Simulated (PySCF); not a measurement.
# S2O (Disulfur monoxide) at r2SCAN/STO-6G

Aim: the vertical ionisation energy of S2O (Disulfur monoxide) at r2SCAN/STO-6G, from 2 runs. The job is set up through a Python script.

The results are computed with PySCF 2.14.0.

8 further runs of the same task are left out: 8 set aside as unsound or not needed.

## Step 1: The system as given

The species is S2O (3 atoms), meant as a singlet with charge 0. As SMILES, `O=S=S`. Geometry: relaxed at PBE0-D4/def2-TZVP.

Bond lengths: O1–S2 1.453 Å, S2–S3 1.880 Å. Angles: O1–S2–S3 117.8°.

## Step 2: A single-point energy at r2SCAN/STO-6G

input.py

```python
from pyscf import gto, dft

mol = gto.Mole()
mol.atom = '''
O      0.451630     1.204020     0.493170
S      0.529120    -0.205510     0.148940
S     -0.980740    -0.998510    -0.642110
'''
mol.max_memory = 1860
mol.basis = 'sto-6g'
mol.verbose = 4
mol.build()

mf = dft.RKS(mol, xc='r2scan')
mf.conv_tol = 1e-10
mf.grids.level = 5
mf.kernel()
if not mf.converged:
    mf = mf.newton().run(mf.mo_coeff, mf.mo_occ)

energy = mf.e_tot
print('Final energy', energy)
```

Launch:

```bash
$ OMP_NUM_THREADS=1 python input.py
```

The log of the run:

```text
PySCF version 2.14.0

[INPUT] num. atoms = 3
[INPUT] num. electrons = 40
[INPUT] charge = 0
[INPUT] spin (= nelec alpha-beta = 2S) = 0
[INPUT] symmetry False subgroup None
[INPUT] Mole.unit = angstrom
[INPUT] Symbol           X                Y                Z      unit          X                Y                Z       unit  Magmom
[INPUT]  1 O      0.451630000000   1.204020000000   0.493170000000 AA    0.853457009637   2.275268048499   0.931956232852 Bohr   0.0
[INPUT]  2 S      0.529120000000  -0.205510000000   0.148940000000 AA    0.999891887030  -0.388357615859   0.281455808993 Bohr   0.0
[INPUT]  3 S     -0.980740000000  -0.998510000000  -0.642110000000 AA   -1.853329999406  -1.886910432639  -1.213412041844 Bohr   0.0

nuclear repulsion = 142.34172430843
number of shells = 13
number of NR pGTOs = 138
number of NR cGTOs = 23
basis = sto-6g
ecp = {}

******** <class 'pyscf.dft.rks.RKS'> ********
method = RKS
initial guess = minao
damping factor = 0
level_shift factor = 0
DIIS = <class 'pyscf.scf.diis.CDIIS'>
diis_start_cycle = 1
diis_space = 8
diis_damp = 0
SCF conv_tol = 1e-10
SCF conv_tol_grad = None
SCF max_cycles = 50
direct_scf = True
direct_scf_tol = 1e-13
XC library pyscf.dft.libxc version 7.0.0
    S. Lehtola, C. Steigemann, M. J.T. Oliveira, and M. A.L. Marques.,  SoftwareX 7, 1–5 (2018)
XC functionals = r2scan
    J. W. Furness, A. D. Kaplan, J. Ning, J. P. Perdew, and J. Sun.,  J. Phys. Chem. Lett. 11, 8208-8215 (2020)
    J. W. Furness, A. D. Kaplan, J. Ning, J. P. Perdew, and J. Sun.,  J. Phys. Chem. Lett. 11, 9248-9248 (2020)
    J. W. Furness, A. D. Kaplan, J. Ning, J. P. Perdew, and J. Sun.,  J. Phys. Chem. Lett. 11, 8208-8215 (2020)
    J. W. Furness, A. D. Kaplan, J. Ning, J. P. Perdew, and J. Sun.,  J. Phys. Chem. Lett. 11, 9248-9248 (2020)
radial grids:
    Treutler-Ahlrichs [JCP 102, 346 (1995); DOI:10.1063/1.469408] (M4) radial grids

becke partition: Becke, JCP 88, 2547 (1988); DOI:10.1063/1.454033
pruning grids: <function nwchem_prune>
grids dens level: 5
symmetrized grids: False
atomic radii adjust function: <function treutler_atomic_radii_adjust>
small_rho_cutoff = 0
Set gradient conv threshold to 1e-05
Initial guess from minao.
tot grids = 129080
init E= -868.770959855366
  HOMO = -0.251443535710877  LUMO = -0.151447334000293  gap/eV = 2.72104
cycle= 1 E= -868.082684605043  delta_E= 0.688  |g|= 0.757  |ddm|= 3.08
  HOMO = 0.0529560391484803  LUMO = 0.144484217146802  gap/eV = 2.49061
cycle= 2 E= -865.406720780423  delta_E= 2.68  |g|= 2.88  |ddm|= 4.74
  HOMO = -0.00511224753014289  LUMO = 0.0221232604005365  gap/eV = 0.74112
cycle= 3 E= -867.569645914923  delta_E= -2.16  |g|= 1.22  |ddm|= 4.67
  HOMO = -0.061404264506162  LUMO = 0.00436788246792791  gap/eV = 1.78975
cycle= 4 E= -868.163421654236  delta_E= -0.594  |g|= 0.681  |ddm|= 2.83
  HOMO = -0.0731867503185696  LUMO = -0.0100517971318904  gap/eV = 1.71799
cycle= 5 E= -868.275576883237  delta_E= -0.112  |g|= 0.357  |ddm|= 0.454
  HOMO = -0.0777961900982841  LUMO = -0.0177498229301471  gap/eV = 1.63394
cycle= 6 E= -868.313230866201  delta_E= -0.0377  |g|= 0.0987  |ddm|= 0.342
  HOMO = -0.0761033817984332  LUMO = -0.0200724107883064  gap/eV = 1.52468
cycle= 7 E= -868.315940417717  delta_E= -0.00271  |g|= 0.0512  |ddm|= 0.229
  HOMO = -0.0766888614759016  LUMO = -0.0194780553093528  gap/eV = 1.55679
cycle= 8 E= -868.316883386972  delta_E= -0.000943  |g|= 0.00325  |ddm|= 0.081
  HOMO = -0.0766484159217253  LUMO = -0.0195032591077463  gap/eV = 1.55500
cycle= 9 E= -868.316887228026  delta_E= -3.84e-06  |g|= 2.21e-05  |ddm|= 0.00496
  HOMO = -0.0766504190540679  LUMO = -0.0195030271803055  gap/eV = 1.55506
cycle= 10 E= -868.316887228251  delta_E= -2.25e-10  |g|= 1.61e-06  |ddm|= 4.74e-05
  HOMO = -0.0766503282678354  LUMO = -0.0195029067710941  gap/eV = 1.55506
cycle= 11 E= -868.316887228253  delta_E= -1.59e-12  |g|= 7.79e-07  |ddm|= 3.96e-06
  HOMO = -0.0766504455188113  LUMO = -0.0195028365534751  gap/eV = 1.55507
Extra cycle  E= -868.31688722824  delta_E= 1.3e-11  |g|= 5.77e-06  |ddm|= 9.97e-06
converged SCF energy = -868.31688722824
Final energy -868.3168872282397
```

Wall time 5.1 s (1 thread of Arm Neoverse V1, shared host); peak memory 0.21 GiB.

## Step 3: The doublet cation, same level

input.py

```python
from pyscf import gto, dft

mol = gto.M(
    atom='''
O        0.451630       1.204020       0.493170
S        0.529120      -0.205510       0.148940
S       -0.980740      -0.998510      -0.642110
''',
    basis='sto-6g',
    charge=1,
    max_memory=1860,
    verbose=3,
    spin=1,
)

myscf = dft.UKS(mol, xc='r2scan')
myscf.grids.level = 5
myscf.conv_tol = 1e-10
myscf.kernel()
if not myscf.converged:
    myscf = myscf.newton().run(myscf.mo_coeff, myscf.mo_occ)

etot = myscf.e_tot
print('Final energy', etot)
```

Launch:

```bash
$ OMP_NUM_THREADS=1 python input.py
```

The log of the run:

```text
WARN: HOMO -0.251443535710872 >= LUMO -0.251443535710871

converged SCF energy = -868.074071321907  <S^2> = 0.80557815  2S+1 = 2.0548267
Final energy -868.0740713219072
```

Wall time 11 s (1 thread of Arm Neoverse V1, shared host); peak memory 0.23 GiB.

## Step 4: Outcome

At r2SCAN/STO-6G:

```
                                          quantity          value
                         singlet S2O: total energy  -868.31689 Eh
                        singlet S2O: dipole moment         1.09 D
                          singlet S2O: HOMO energy       -2.09 eV
                          singlet S2O: LUMO energy       -0.53 eV
                        singlet S2O: HOMO–LUMO gap        1.56 eV
                      doublet cation: total energy  -868.07407 Eh
doublet cation: HOMO energy (highest over α and β)      -12.14 eV
 doublet cation: LUMO energy (lowest over α and β)      -10.96 eV
                              doublet cation: ⟨S²⟩          0.806
vertical ionisation energy (to the doublet cation)       6.607 eV
```

**Reading.** Removing an electron at fixed nuclei costs 6.61 eV (638 kJ/mol). The negative HOMO energy of the first species, 2.09 eV, lies 4.52 eV below that difference. In a minimal basis such a difference can be off by several eV, whatever the method. Mulliken charges (singlet S2O) run from -0.35 on O1 to +0.47 on S2; they depend strongly on the basis.
